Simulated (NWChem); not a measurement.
Species: isobutene (C₄H₈); SMILES C=C(C)C

Computed with NWChem. Pople sets run with spherical d functions. Coordinates come from a PBE0/def2-SVP optimisation. Total energies compare along this basis series because the functional is fixed.

```json
[
 {"level": "B3LYP/STO-3G", "basis functions": "28", "energy (Ha)": "-155.3290", "highest occupied level (eV)": "___", "orbital gap (eV)": "___", "dipole (D)": "___"},
 {"level": "B3LYP/3-21G", "basis functions": "52", "energy (Ha)": "-156.3728", "highest occupied level (eV)": "-6.54", "orbital gap (eV)": "7.46", "dipole (D)": "0.52"},
 {"level": "B3LYP/6-31G*", "basis functions": "72", "energy (Ha)": "-157.2240", "highest occupied level (eV)": "-6.50", "orbital gap (eV)": "7.33", "dipole (D)": "0.51"},
 {"level": "B3LYP/6-31+G*", "basis functions": "88", "energy (Ha)": "-157.2310", "highest occupied level (eV)": "-6.76", "orbital gap (eV)": "6.86", "dipole (D)": "0.58"},
 {"level": "B3LYP/def2-SVP", "basis functions": "96", "energy (Ha)": "-157.1136", "highest occupied level (eV)": "-6.70", "orbital gap (eV)": "7.22", "dipole (D)": "0.58"},
 {"level": "B3LYP/def2-SVPD", "basis functions": "144", "energy (Ha)": "-157.1240", "highest occupied level (eV)": "-6.84", "orbital gap (eV)": "7.05", "dipole (D)": "0.56"},
 {"level": "B3LYP/def2-TZVP", "basis functions": "172", "energy (Ha)": "-157.2906", "highest occupied level (eV)": "-6.81", "orbital gap (eV)": "7.05", "dipole (D)": "0.56"},
 {"level": "B3LYP/6-311++G**", "basis functions": "144", "energy (Ha)": "-157.2748", "highest occupied level (eV)": "-6.82", "orbital gap (eV)": "6.56", "dipole (D)": "0.58"}
]
```

### Question
Fill in the missing entries.

### Answer

- B3LYP/STO-3G, highest occupied level (eV): -5.05
- B3LYP/STO-3G, orbital gap (eV): 8.47
- B3LYP/STO-3G, dipole (D): 0.43
